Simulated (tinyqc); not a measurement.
Worked calculation: geometry optimisation on the UHF/sto-6g surface (energies and gradients from PySCF), for H2O, spin multiplicity 3. The optimisation ends on separated fragments, where the gradient is small because the surface is flat. Computed by tinyqc, a small Python program that keeps every step (integrals from PySCF). Settings: charge = 0, multiplicity = 3, basis = sto-6g, optimiser = bfgs, first Hessian = 0.6, largest step = 0.5, iteration cap = 30. Command: `OMP_NUM_THREADS=1 python tinyqc.py 21757 21758 out.jsonl` (the two numbers bound the seeds that draw the settings). One thread of a shared host (Intel(R) Xeon(R) Processor @ 2.60GHz), about 4 s of CPU time with the checks.

## Step 1: energy and gradient

positions at the start (bohr):
```
         x        y       z
1O  0.0057  -0.0189  0.0189
2H  0.0661   1.6271  0.7219
3H  0.0548  -1.5534  0.9354
```

Self-consistent energy and analytic gradient at these positions.

energy = -75.316954 hartree

gradient (hartree/bohr):
```
            x          y          z
1O   0.014464   0.016545   0.213495
2H  -0.008356  -0.314688  -0.086644
3H  -0.006108   0.298143  -0.126850
```

## Step 1: move

Quasi-Newton step p = -H^(-1) g (first H = 0.6 times the unit matrix); steps longer than 0.5 bohr are cut back (factor 0.591 here).

positions after step 1 (bohr):
```
          x        y        z
1O  -0.0086  -0.0352  -0.1914
2H   0.0744   1.9370   0.8072
3H   0.0608  -1.8470   1.0604
```

## Step 2: energy and gradient

As before.

energy = -75.444149 hartree

gradient (hartree/bohr):
```
            x          y          z
1O   0.000237   0.011840   0.002107
2H  -0.000559  -0.063663  -0.000666
3H   0.000322   0.051823  -0.001440
```

## Step 2: move

inverse Hessian in use (bohr^2/hartree):
```
         1        2        3        4        5        6        7        8
1   1.6659   0.0003  -0.0120   0.0004   0.0111   0.0049   0.0004  -0.0114
2   0.0003   1.6685   0.0049  -0.0003  -0.0147  -0.0020  -0.0001   0.0129
3  -0.0120   0.0049   1.4873   0.0063   0.1670   0.0731   0.0057  -0.1719
4   0.0004  -0.0003   0.0063   1.6665  -0.0054  -0.0026  -0.0002   0.0057
5   0.0111  -0.0147   0.1670  -0.0054   1.5640  -0.0682  -0.0057   0.1174
6   0.0049  -0.0020   0.0731  -0.0026  -0.0682   1.6369  -0.0023   0.0702
7   0.0004  -0.0001   0.0057  -0.0002  -0.0057  -0.0023   1.6665   0.0058
8  -0.0114   0.0129  -0.1719   0.0057   0.1174   0.0702   0.0058   1.5364
9   0.0071  -0.0029   0.1063  -0.0037  -0.0988  -0.0433  -0.0034   0.1017

         9
1   0.0071
2  -0.0029
3   0.1063
4  -0.0037
5  -0.0988
6  -0.0433
7  -0.0034
8   0.1017
9   1.6037
```

Quasi-Newton step p = -H^(-1) g (the inverse Hessian comes from BFGS updates; coordinates in the order x, y, z of each atom); steps longer than 0.5 bohr are cut back.

positions after step 2 (bohr):
```
          x        y        z
1O  -0.0076  -0.0566  -0.1748
2H   0.0746   2.0301   0.8001
3H   0.0596  -1.9188   1.0509
```

## Step 3: energy and gradient

As before.

energy = -75.453807 hartree

gradient (hartree/bohr):
```
            x          y          z
1O  -0.000667   0.075708  -0.019038
2H  -0.001264  -0.076007  -0.009695
3H   0.001931   0.000300   0.028733
```

## Step 3: move

inverse Hessian in use (bohr^2/hartree):
```
         1         2         3        4          5         6        7          8
1   1.7001   -0.9208    0.6082   0.0127     3.3596   -0.2143  -0.0461    -2.4388
2  -0.9208   25.8899  -16.6315  -0.3226   -90.4010    6.0654   1.2434    66.1777
3   0.6082  -16.6315   12.7278   0.2285    60.9229   -3.9224  -0.8367   -44.2914
4   0.0127   -0.3226    0.2285   1.6707     1.2034   -0.0841  -0.0168    -0.8808
5   3.3596  -90.4010   60.9229   1.2034   329.4139  -21.4853  -4.5629  -237.3462
6  -0.2143    6.0654   -3.9224  -0.0841   -21.4853    2.9980   0.2984    15.4199
7  -0.0461    1.2434   -0.8367  -0.0168    -4.5629    0.2984   1.7296     3.3196
8  -2.4388   66.1777  -44.2914  -0.8808  -237.3462   15.4199   3.3196   172.8352
9  -0.3939   10.5661   -7.1388  -0.1444   -39.4376    2.5910   0.5383    28.8715

          9
1   -0.3939
2   10.5661
3   -7.1388
4   -0.1444
5  -39.4376
6    2.5910
7    0.5383
8   28.8715
9    6.2144
```

Quasi-Newton step p = -H^(-1) g (the inverse Hessian comes from BFGS updates; coordinates in the order x, y, z of each atom); steps longer than 0.5 bohr are cut back (factor 0.011 here).

positions after step 3 (bohr):
```
          x        y        z
1O  -0.0037  -0.1641  -0.1027
2H   0.0761   2.4190   0.7748
3H   0.0542  -2.2001   1.0041
```

## Convergence

Stop when the largest gradient component is below 3e-5 hartree/bohr. The inverse Hessian follows the BFGS update with s = step, y = change of gradient.

Course of the optimisation:

| step | E (hartree) | largest gradient (hartree/bohr) |
|---|---|---|
| 1 | -75.316954 | 3.15e-01 |
| 2 | -75.444149 | 6.37e-02 |
| 3 | -75.453807 | 7.60e-02 |
| 4 | -75.482550 | 1.58e-01 |
| 5 | -75.492775 | 1.58e-01 |
| 6 | -75.500683 | 1.41e-01 |
| 7 | -75.512611 | 1.22e-01 |
| 8 | -75.527162 | 1.06e-01 |
| 9 | -75.540765 | 7.58e-02 |
| 10 | -75.548885 | 2.57e-02 |
| 11 | -75.549612 | 8.99e-03 |
| 12 | -75.549688 | 3.41e-04 |
| 13 | -75.549689 | 3.87e-04 |
| 14 | -75.549689 | 6.34e-04 |
| 15 | -75.549692 | 1.33e-03 |
| 16 | -75.549696 | 1.99e-03 |
| 17 | -75.549705 | 2.45e-03 |
| 18 | -75.549718 | 1.93e-03 |
| 19 | -75.549728 | 3.53e-04 |
| 20 | -75.549730 | 4.94e-04 |
| 21 | -75.549731 | 5.50e-04 |
| 22 | -75.549732 | 4.00e-04 |
| 23 | -75.549732 | 1.75e-04 |
| 24 | -75.549732 | 9.07e-05 |
| 25 | -75.549733 | 1.08e-04 |
| 26 | -75.549733 | 8.02e-05 |
| 27 | -75.549733 | 4.57e-05 |
| 28 | -75.549733 | 5.65e-05 |
| 29 | -75.549733 | 2.10e-05 |

Final distances (angstrom):

| pair | distance |
|---|---|
| 2H-1O | 4.6579 |
| 3H-1O | 1.0117 |
| 3H-2H | 5.6612 |

Converged in 29 steps.
